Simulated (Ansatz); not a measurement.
# hcp Ti

Method: PBEsol (Ansatz, an electronic-structure program, PAW).

Numerical settings: plane-wave cutoff 520 eV, 16×16×10 k mesh (along the axes of the cell as run), Fermi–Dirac smearing 0.1 eV, perturbation theory, force constants from a 4×4×2 q mesh, no spin polarisation, scalar-relativistic PAW data made under PBE.

Cell: relaxed at this level.

```json
{
  "zero_point_energy": "0.034 eV/atom"
}
```

The result took very roughly 12 core-minutes.
